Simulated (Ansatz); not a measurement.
# BH3SSi: vertical and adiabatic energies of changing the electron count from a Python script

Aim: vertical and adiabatic energies of changing the electron count, for BH3SSi, run from a script. SMILES: B1[SiH2]S1.

Program: the Python package of Ansatz 0.2.0. Level of theory: B3LYP+D3(BJ)/6-31G*. These are calculated values, not measurements.

### 1 The structure

Bond lengths: B1–Si2 2.000 Å, B1–S3 1.871 Å, Si2–S3 1.987 Å, B1–H4 1.163 Å, Si2–H5 1.484 Å, Si2–H6 1.478 Å. Angles: B1–Si2–S3 56.0°, B1–Si2–H5 113.6°, B1–Si2–H6 114.7°, S3–Si2–H5 113.8°, S3–Si2–H6 115.1°, H5–Si2–H6 124.5°, Si2–B1–S3 61.7°, Si2–B1–H4 133.0°, S3–B1–H4 146.5°, B1–S3–Si2 62.4°.

The script holds or builds the structure itself.

### 2 Script

The input, bh3ssi_adiabatic.py:

```python
'''Vertical and adiabatic ionisation of BH3SSi.'''

import itertools
import warnings

import ansatz as az
from ase.data import atomic_numbers, covalent_radii
import numpy as np

warnings.simplefilter('ignore', az.DeckWarning)

bh3ssi = (
    az.Crystal.molecule()
    .atom('B', (-0.8121, -0.9086, -0.1365))
    .atom('Si', (0.4305, 0.6222, 0.1994))
    .atom('S', (0.9501, -1.2887, 0.3625))
    .atom('H', (-1.6596, -1.0858, -0.9124))
    .atom('H', (0.921, 1.2728, -1.0414))
    .atom('H', (0.2122, 1.324, 1.4821))
)

job = (
    bh3ssi.calculation()
    .basis(gaussian='6-31G*')
    .functional('B3LYP', dispersion='d3bj')
    .accuracy('medium')
)
symbols = [site.symbol for site in bh3ssi.cartesian_sites]
start = np.array([site.position_ang for site in bh3ssi.cartesian_sites], dtype=float)
summary = job.relax(force_tolerance=0.01).run().report
end = np.array(summary['positions_ang'])

minimum = az.Crystal.molecule()
for symbol, place in zip(symbols, end):
    minimum = minimum.atom(symbol, place.tolist())
ion = (
    minimum.calculation()
    .basis(gaussian='6-31G*')
    .functional('B3LYP', dispersion='d3bj')
    .accuracy('medium')
    .charge(1)
    .spin('collinear', total=1)
)
vertical = ion.run().report
settled = ion.relax(force_tolerance=0.01, max_steps=80).run().report
print(f'vertical ionisation energy   {vertical["free_energy_ev"] - summary["free_energy_ev"]:.3f} eV')
print(f'adiabatic, no zero point     {settled["free_energy_ev"] - summary["free_energy_ev"]:.3f} eV')
print(f'relaxation energy of the ion {vertical["free_energy_ev"] - settled["free_energy_ev"]:.3f} eV')
ionised = np.array(settled['positions_ang'])
# pairs closer than 1.2 times the sum of covalent radii, before or after
radius = [covalent_radii[atomic_numbers[s]] for s in symbols]
span = lambda where, i, j: np.linalg.norm(where[i] - where[j])
bonded = [(i, j) for i, j in itertools.combinations(range(len(symbols)), 2) if min(span(end, i, j), span(ionised, i, j)) < 1.2 * (radius[i] + radius[j])]
print('pair        before    after (A)')
for i, j in bonded:
    print(f'{symbols[i]}{i}-{symbols[j]}{j}'.ljust(10), f'{span(end, i, j):8.4f} {span(ionised, i, j):8.4f}')
```

### 3 What the engine is handed

The package turns the script's settings into the engine's input (first run):

```yaml
crystal:
  periodic: [false, false, false]
  atoms:
    - { symbol: B, position_ang: [-0.8121, -0.9086, -0.1365] }
    - { symbol: Si, position_ang: [0.4305, 0.6222, 0.1994] }
    - { symbol: S, position_ang: [0.9501, -1.2887, 0.3625] }
    - { symbol: H, position_ang: [-1.6596, -1.0858, -0.9124] }
    - { symbol: H, position_ang: [0.921, 1.2728, -1.0414] }
    - { symbol: H, position_ang: [0.2122, 1.324, 1.4821] }
accuracy: medium
basis:
  gaussian:
    orbitals: "6-31G*"
hamiltonian:
  xc: b3lyp
  dispersion: d3bj
relax:
  f_tol: 0.01
```

### 4 Running it

Command:

```console
python bh3ssi_adiabatic.py
```

Q: Predict the main results. Wanted: vertical ionisation energy; adiabatic ionisation energy, no zero point.

**Answer**, as computed:

```
                                  quantity     value
                vertical ionisation energy  9.496 eV
adiabatic ionisation energy, no zero point  8.885 eV
                             runs compared         3
```

**Reading.** The ionisation energy is a difference of two total energies at the neutral geometry; letting the ion relax lowers it by 0.61 eV. The dearest, run 3, took some 9 times as long as run 2. Run 1: The relaxation took 7 moves; the largest shift is 0.373 Å, of atom 4 (H). Run 3: The relaxation took 7 moves; the largest shift is 0.205 Å, of atom 1 (B). Notes:
- The energies are electronic: no zero-point or thermal terms, and the basis set is short of its limit. The product may relax into another structure. The relaxation finds the nearest minimum, so the adiabatic value is an upper bound.
- b3lyp holds the VWN-RPA fit, as in Gaussian; the form of ORCA and Turbomole is b3lyp5.
